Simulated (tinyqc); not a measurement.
Worked calculation: RKS/PBE0 in the sto-3g basis, for BH2+, spin multiplicity 1. One step of it, computed by the program tinyqc.

Question. Iteration 1: diagonalisation and new density. A level shift of 0.5 hartree raises the virtual space: F + shift (S - S D(s) S), with D(s) the density of one spin (D/2). Diagonalise F' = X^T F X, C = X C', fill 3 alpha and 3 beta electrons from the bottom; D = 2 C_occ C_occ^T. Each column has its largest component positive (the first on a tie).

Kohn-Sham matrix F (hartree):
```
            1B 1s      1B 2s     1B 2px     1B 2py     1B 2pz      2H 1s      3H 1s
1B 1s   -8.489413  -2.334354   0.032753  -0.041356   0.002480  -0.604844  -0.607212
1B 2s   -2.334354  -1.509702  -0.009211  -0.011755  -0.083164  -0.688356  -0.662352
1B 2px   0.032753  -0.009211  -0.638601   0.006049  -0.012231   0.007208   0.002159
1B 2py  -0.041356  -0.011755   0.006049  -0.769721   0.038541  -0.417802   0.422186
1B 2pz   0.002480  -0.083164  -0.012231   0.038541  -0.725505  -0.225217  -0.263073
2H 1s   -0.604844  -0.688356   0.007208  -0.417802  -0.225217  -0.708961  -0.174857
3H 1s   -0.607212  -0.662352   0.002159   0.422186  -0.263073  -0.174857  -0.656545
```

X:
```
                1          2          3         4          5          6         7
1B 1s   -0.318204   0.000000   0.794944  0.000000  -0.567277   0.000000  0.199155
1B 2s    1.276616   0.000000  -0.300717  0.000000  -0.248499   0.000000  0.458528
1B 2px   0.000000   0.000000   0.000000  1.000000   0.000000   0.000000  0.000000
1B 2py   0.000000   1.179877   0.000000  0.000000   0.000000   0.585711  0.000000
1B 2pz   0.531282   0.000000   0.603292  0.000000   0.706939   0.000000  0.181936
2H 1s   -0.866949  -0.902475  -0.182442  0.000000   0.137756   0.382873  0.356798
3H 1s   -0.866949   0.902475  -0.182442  0.000000   0.137756  -0.382873  0.356798
```

D at the start:
```
            1B 1s      1B 2s     1B 2px     1B 2py     1B 2pz      2H 1s      3H 1s
1B 1s    1.269070  -0.600873  -0.476955   0.823676  -0.418897   0.065730   1.197297
1B 2s   -0.600873   0.403753   0.168452  -0.447933  -0.162192   0.177782  -0.844200
1B 2px  -0.476955   0.168452   0.232283  -0.089487   0.319814  -0.352815  -0.309396
1B 2py   0.823676  -0.447933  -0.089487   2.015591  -0.180388  -1.779345   0.966035
1B 2pz  -0.418897  -0.162192   0.319814  -0.180388   1.233034  -0.554147   0.440029
2H 1s    0.065730   0.177782  -0.352815  -1.779345  -0.554147   2.406828  -0.487949
3H 1s    1.197297  -0.844200  -0.309396   0.966035   0.440029  -0.487949   1.776450
```

overlap S:
```
           1B 1s     1B 2s    1B 2px     1B 2py    1B 2pz     2H 1s      3H 1s
1B 1s   1.000000  0.269328  0.000000   0.000000  0.000000  0.066967   0.066967
1B 2s   0.269328  1.000000  0.000000   0.000000  0.000000  0.477465   0.477465
1B 2px  0.000000  0.000000  1.000000   0.000000  0.000000  0.000000   0.000000
1B 2py  0.000000  0.000000  0.000000   1.000000  0.000000  0.437310  -0.437310
1B 2pz  0.000000  0.000000  0.000000   0.000000  1.000000  0.219273   0.219273
2H 1s   0.066967  0.477465  0.000000   0.437310  0.219273  1.000000   0.097257
3H 1s   0.066967  0.477465  0.000000  -0.437310  0.219273  0.097257   1.000000
```

Give: F' = X^T F X; orbital energies; coefficients C; D after iteration 1.

Answer.

F' = X^T F X (hartree):
```
         1        2        3        4        5        6        7
1   0.1138   0.0077   0.6836  -0.1158  -0.5681   0.0102   0.2451
2   0.0077   0.0379  -0.2408   0.0081   0.0864  -0.0931   0.1211
3   0.6836  -0.2408  -4.0368   0.0449   3.2646   0.0973  -2.0282
4  -0.1158   0.0081   0.0449  -0.1967  -0.1223   0.0326   0.0945
5  -0.5681   0.0864   3.2646  -0.1223  -3.5061   0.2272   1.7560
6   0.0102  -0.0931   0.0973   0.0326   0.2272  -0.4234   0.0637
7   0.2451   0.1211  -2.0282   0.0945   1.7560   0.0637  -1.8288
```

orbital energies (hartree): MO1 -8.2855, MO2 -0.8440, MO3 -0.6342, MO4 -0.2606, MO5 -0.2091, MO6 0.1202, MO7 0.2732

coefficients C:
```
            MO1      MO2      MO3      MO4      MO5      MO6      MO7
1B 1s    0.9995  -0.1095  -0.2021   0.0187  -0.0505   0.1465   0.1361
1B 2s   -0.0121   0.2808   0.6093  -0.1341   0.3654  -0.6002  -1.0150
1B 2px  -0.0192   0.0209  -0.1527   0.0074   0.9601   0.0565   0.2256
1B 2py   0.0283  -0.4639   0.0204   0.7772  -0.0120  -0.9042   0.3113
1B 2pz  -0.0159   0.5600  -0.4736   0.5558   0.0439  -0.0190  -0.5742
2H 1s    0.0066   0.2451   0.5135   0.0988  -0.1244   1.1006   0.5762
3H 1s    0.0386   0.2588  -0.1797   0.0369  -0.2659  -0.6351   1.1472
```

D after iteration 1:
```
          1B 1s    1B 2s   1B 2px   1B 2py   1B 2pz    2H 1s    3H 1s
1B 1s    2.1035  -0.3319   0.0188   0.1499   0.0370  -0.2480   0.0931
1B 2s   -0.3319   0.9004  -0.1739  -0.2363  -0.2622   0.7632  -0.0746
1B 2px   0.0188  -0.1739   0.0483  -0.0267   0.1687  -0.1469   0.0643
1B 2py   0.1499  -0.2363  -0.0267   0.4329  -0.5398  -0.2061  -0.2453
1B 2pz   0.0370  -0.2622   0.1687  -0.5398   1.0764  -0.2121   0.4589
2H 1s   -0.2480   0.7632  -0.1469  -0.2061  -0.2121   0.6476  -0.0572
3H 1s    0.0931  -0.0746   0.0643  -0.2453   0.4589  -0.0572   0.2016
```
